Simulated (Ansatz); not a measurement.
## CCSD(T) forces

AlBH₄ (SMILES [BH2][AlH2]), singlet, displaced at random from a GFN2-xTB minimum.

```
atom    x (Å)    y (Å)    z (Å)
  B1  -0.0410  -1.0987   0.0776
 Al2   0.1634   0.9487   0.0905
  H3  -0.8207  -1.6337   0.7226
  H4   0.8131  -1.8692  -0.6399
  H5   1.0824   1.7555  -0.8088
  H6  -0.9741   1.8565   0.6699
```

Program: Ansatz 0.2.0. Basis: def2-TZVPP. Cores are frozen in the correlated methods.

CCSD(T) forces from the calculation:
```
atom      Fx      Fy  Fz (eV/Å)
  B1   2.710  -1.726     -1.621
 Al2  -0.821   0.782     -0.145
  H3  -0.916  -0.855      0.572
  H4  -1.721   1.267      1.265
  H5   0.956   0.407     -0.490
  H6  -0.207   0.124      0.419
```

Question: Which atom feels the largest CCSD(T) force, and how large is it?

Answer: B1, 3.60 eV/Å, along (0.75, -0.48, -0.45).

Root-mean-square difference of the force components from those of CCSD(T): PBE0-D4 0.043; wB97M-V 0.062; r2SCAN-D4 0.034; PBE-D4 0.108; B97M-V 0.078; BHLYP-D4 0.096 eV/Å.

No T1 diagnostic of these runs exceeds 0.009.

For scale, one of the runs: CCSD(T)/def2-TZVPP forces, 129 basis functions (an equivalent command: `ansatz run in.yaml --threads 4`). The run took 9 s on 4 CPU threads (shared host), with 1.1 GiB of host memory at its peak.
